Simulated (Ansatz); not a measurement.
# Al–Al–OH, quartet: vertical spin and charge gaps

Geometry (PBE0/def2-TZVP stationary point for this spin, not checked as a minimum):

```xyz
4

Al    0.0000    0.0000   -2.8185
Al    0.0000    0.0000   -0.4741
O     0.0000    0.0000    1.1734
H     0.0000    0.0000    2.1192
```

Basis cc-pVDZ; Ansatz 0.2.0. Correlated methods freeze the noble-gas cores. Prefix R: restricted or restricted open-shell reference; prefix U: unrestricted.

Gaps are energies of the second state less the first, at fixed atoms, for a selection of the levels run; each method lands on the state that its own search finds for that charge and spin.

For open shells CISD is restricted-active-space CI with the open shells as a complete middle space.

Sextet less quartet: 6.374 eV at UCCSDT(Q).

| level | gap (eV) | error (meV) |
| --- | --- | --- |
| RHF | 5.474 | -900 |
| UHF | 5.495 | -879 |
| RMP2 | 6.143 | -231 |
| UMP2 | 6.124 | -250 |
| RCCSD | 6.311 | -63 |
| UCCSD | 6.312 | -62 |
| RCCSD(T) | 6.357 | -17 |
| UCCSD(T) | 6.356 | -18 |
| BCCD(T) | 6.356 | -18 |
| RCCSDT | 6.371 | -3 |
| UCCSDT | 6.370 | -4 |
| RCCSDT(Q) | 6.376 | 2 |
| r2SCAN | 6.131 | -243 |
| PBE0 | 6.443 | 69 |
| B3LYP | 6.722 | 348 |
| wB97M-V | 6.882 | 508 |
| B2PLYP | 6.691 | 317 |

Removing an electron, to the quintet: 10.893 eV at UCCSDT(Q).

```json
{"level": "RHF", "gap (eV)": "9.585", "error (meV)": "-1308"}
{"level": "UHF", "gap (eV)": "9.625", "error (meV)": "-1268"}
{"level": "RMP2", "gap (eV)": "10.570", "error (meV)": "-323"}
{"level": "UMP2", "gap (eV)": "10.559", "error (meV)": "-334"}
{"level": "CISD", "gap (eV)": "10.530", "error (meV)": "-363"}
{"level": "RCCSD", "gap (eV)": "10.797", "error (meV)": "-96"}
{"level": "UCCSD", "gap (eV)": "10.797", "error (meV)": "-96"}
{"level": "RCCSD(T)", "gap (eV)": "10.868", "error (meV)": "-25"}
{"level": "UCCSD(T)", "gap (eV)": "10.867", "error (meV)": "-26"}
{"level": "BCCD(T)", "gap (eV)": "10.868", "error (meV)": "-25"}
{"level": "RCCSDT", "gap (eV)": "10.887", "error (meV)": "-6"}
{"level": "UCCSDT", "gap (eV)": "10.887", "error (meV)": "-6"}
{"level": "RCCSDT(Q)", "gap (eV)": "10.894", "error (meV)": "1"}
{"level": "r2SCAN", "gap (eV)": "10.983", "error (meV)": "90"}
{"level": "wB97M-V", "gap (eV)": "11.566", "error (meV)": "673"}
{"level": "B2PLYP", "gap (eV)": "11.222", "error (meV)": "329"}
```

Removing an electron, to the triplet: 6.516 eV at UCCSDT(Q).

| level | gap (eV) | error (meV) |
| --- | --- | --- |
| RHF | 6.090 | -426 |
| UHF | 6.074 | -442 |
| RMP2 | 6.443 | -73 |
| UMP2 | 6.428 | -88 |
| CISD | 6.394 | -122 |
| RCCSD | 6.473 | -43 |
| UCCSD | 6.472 | -44 |
| RCCSD(T) | 6.505 | -11 |
| UCCSD(T) | 6.505 | -11 |
| BCCD(T) | 6.505 | -11 |
| RCCSDT | 6.514 | -2 |
| UCCSDT | 6.513 | -3 |
| RCCSDT(Q) | 6.518 | 2 |
| PBE | 6.662 | 146 |
| r2SCAN | 6.771 | 255 |
| PBE0 | 6.683 | 167 |
| B3LYP | 6.497 | -19 |
| r2SCANh | 6.766 | 250 |
| wB97M-V | 6.379 | -137 |
| B2PLYP | 6.398 | -118 |
| RPA-PBE | 6.584 | 68 |

In so small a basis the reference is far from its limit while semilocal and hybrid functionals are nearer theirs (RPA and double hybrids share much of the reference's basis error), so the functionals' errors here hold much of the reference's basis and frozen-core error, which can add to them or hide them.

Full CI isn't at hand for all of this; UCCSDT(Q) serves as the reference, and is uncertain by about the last step of the cluster series. The frozen core follows each run's orbitals, which can shift R against U totals by a few meV.
